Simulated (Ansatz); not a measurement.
A nudged elastic band was laid between two geometries of AlCl2H (4 atoms, charge 0, multiplicity 1).

Level of theory: RKS r2SCAN-D4/def2-SVP (Ansatz).

| Quantity | Value |
| --- | --- |
| movable images | 7 |
| climbing image | yes |
| spring | 5.0 eV/Å² |
| optimiser | quadratic models (default) |
| start path | through a guess of the saddle point |
| force threshold | 0.05 eV/Å |
| iteration limit | 60 |
| end points | relaxed |

Image 0:

```xyz
4
Properties=species:S:1:pos:R:3
Al 0.457 0.000 0.106
Cl 0.731 0.000 2.184
H 1.683 0.000 -0.871
Cl -1.504 0.000 -0.630
```

Image 8:

```xyz
4
Properties=species:S:1:pos:R:3
Al -0.333 0.000 -1.342
Cl 1.352 0.000 1.454
H 2.484 0.000 0.838
Cl -2.136 0.000 -0.160
```

Task: Which bonds break or form, and what moves?

Result: Bonds broken: Al1–Cl2, Al1–H3. Bonds formed: Cl2–H3. AlCl2H becomes AlCl + ClH.

Task: What energy profile does the band end with?

Result: It converged. The highest image is number 4 of 0 to 8, 68.1 kcal/mol above the first end and 13.0 kcal/mol above the last; the last end lies 55.1 kcal/mol above the first. Neighbouring images differ by up to 1.2 eV, so the band resolves the path poorly. A vibrational analysis at the climbing image gives one clearly imaginary mode, 848i cm⁻¹: a first-order saddle point. The orbitals stay closed-shell, which can raise the energy where a bond breaks towards radicals; this wasn't checked here.

| image | path coordinate (Å) | energy (kcal/mol) | Al1–Cl2 (Å) | Al1–H3 (Å) | Cl2–H3 (Å) |
| --- | --- | --- | --- | --- | --- |
| 0 | 0.00 | 0.0 | 2.10 | 1.57 | 3.20 |
| 1 | 0.39 | 5.9 | 2.09 | 1.56 | 2.82 |
| 2 | 0.79 | 24.6 | 2.13 | 1.55 | 2.40 |
| 3 | 1.18 | 53.4 | 2.29 | 1.58 | 1.99 |
| 4 | 1.58 | 68.1 | 2.53 | 1.71 | 1.63 |
| 5 | 1.99 | 60.5 | 2.88 | 2.07 | 1.36 |
| 6 | 2.40 | 56.8 | 3.25 | 2.60 | 1.30 |
| 7 | 2.80 | 55.5 | 3.30 | 3.11 | 1.29 |
| 8 | 3.21 | 55.1 | 3.26 | 3.56 | 1.29 |

Task: What is the geometry of the highest image?

Result: 
```xyz
4
Properties=species:S:1:pos:R:3
Al 0.294 0.000 -0.638
Cl 1.129 0.000 1.749
H 1.760 0.000 0.247
Cl -1.817 0.000 -0.568
```

The band took 10 iterations and about 4 core-minutes.

Run time: 3.7 min on 1 thread of Arm Neoverse V1 (shared host), peak memory 0.12 GiB.
